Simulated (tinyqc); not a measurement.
Extended Hueckel theory, for N2, step by step. One step of it, computed by the program tinyqc.

Task: Wolfsberg-Helmholz matrix. H_ij = K' S_ij (H_ii + H_jj)/2 for i != j (the diagonal keeps H_ii), with K' = 2.

overlap S, lower triangle:
```
            1N 2s    1N 2px    1N 2py     1N 2pz     2N 2s    2N 2px    2N 2py    2N 2pz
1N 2s    1.000000
1N 2px   0.000000  1.000000
1N 2py   0.000000  0.000000  1.000000
1N 2pz   0.000000  0.000000  0.000000   1.000000
2N 2s    0.475004  0.000000  0.000000   0.454473  1.000000
2N 2px   0.000000  0.303752  0.000000   0.000000  0.000000  1.000000
2N 2py   0.000000  0.000000  0.303752   0.000000  0.000000  0.000000  1.000000
2N 2pz  -0.454473  0.000000  0.000000  -0.310829  0.000000  0.000000  0.000000  1.000000
```

diagonal H_ii (eV): 1N 2s -26.000000, 1N 2px -13.400000, 1N 2py -13.400000, 1N 2pz -13.400000, 2N 2s -26.000000, 2N 2px -13.400000, 2N 2py -13.400000, 2N 2pz -13.400000

K = 2.000000

Give: H.

Result:

H (eV), lower triangle:
```
           1N 2s    1N 2px    1N 2py    1N 2pz     2N 2s    2N 2px    2N 2py    2N 2pz
1N 2s   -26.0000
1N 2px    0.0000  -13.4000
1N 2py    0.0000    0.0000  -13.4000
1N 2pz    0.0000    0.0000    0.0000  -13.4000
2N 2s   -24.7002    0.0000    0.0000  -17.9062  -26.0000
2N 2px    0.0000   -8.1406    0.0000    0.0000    0.0000  -13.4000
2N 2py    0.0000    0.0000   -8.1406    0.0000    0.0000    0.0000  -13.4000
2N 2pz   17.9062    0.0000    0.0000    8.3302    0.0000    0.0000    0.0000  -13.4000
```
